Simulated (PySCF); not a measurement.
Bond stretch in NH, triplet.

Levels of theory: UKS-M06-2X = unrestricted M06-2X/cc-pVTZ run with PySCF; NEVPT2 = SC-NEVPT2 on CASSCF(6,5)/cc-pVTZ, all electrons correlated in PySCF; CASSCF(6,5)/cc-pVTZ (PySCF); UCCSD(T) = CCSD(T) on UHF/cc-pVTZ, 1 core orbital frozen run with PySCF.

Energies relative to the lowest point of each curve near equilibrium, in kcal/mol:

```csv
R / Å,UKS-M06-2X,NEVPT2,"CASSCF(6,5)"
0.89,13.0,13.5,14.2
0.93,6.2,6.6,7.2
0.98,1.5,1.8,2.1
1.04,0.0,0.0,0.0
1.08,0.7,0.6,0.4
1.09,1.1,0.9,0.6
1.15,4.4,4.1,3.3
1.20,8.3,7.8,6.5
1.73,60.1,54.8,47.2
1.88,68.5,63.2,53.9
2.83,81.6,77.2,63.9
3.15,82.1,77.6,64.1
```

**Question.** Predict the corresponding UCCSD(T) column.

**Answer.** 0.89: 13.4; 0.93: 6.5; 0.98: 1.7; 1.04: 0.0; 1.08: 0.6; 1.09: 1.0; 1.15: 4.1; 1.20: 7.9; 1.73: 56.4; 1.88: 65.5; 2.83: 78.8; 3.15: 79.0 (kcal/mol).

The unrestricted determinant behind UKS-M06-2X is spin-contaminated at 1.55 to 4.15 Å (<S²> up to 3.0, against 2.00 for a pure triplet). The unrestricted determinant behind UCCSD(T) is spin-contaminated at 1.42 to 4.15 Å (<S²> up to 3.0, against 2.00 for a pure triplet).
